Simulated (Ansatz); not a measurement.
Results of r²SCAN-D4 (Ansatz, a quantum-chemistry and plane-wave program, PAW) for bcc Ta.

Run with plane-wave cutoff 500 eV, 30×30×30 k mesh, Fermi–Dirac smearing 0.1 eV, scalar-relativistic PAW data made under PBE.

Computed at the level's own relaxed cell.

Question: What does this level give for the volume per atom and lattice parameter a?

Answer: 
volume per atom: 18.00 Å³/atom
lattice parameter a: 3.302 Å

Measured, for comparison: equilibrium volume per atom 17.95 Å³/atom, lattice constant a 3.299 Å (static lattice: zero-point anharmonic expansion removed; as tabulated in Mejia-Rodriguez and Trickey (2018), arXiv:1807.09216). Computed (rounded) less measured: equilibrium volume per atom +0.3 %, lattice constant a +0.1 %.

Spin–orbit coupling is not included.
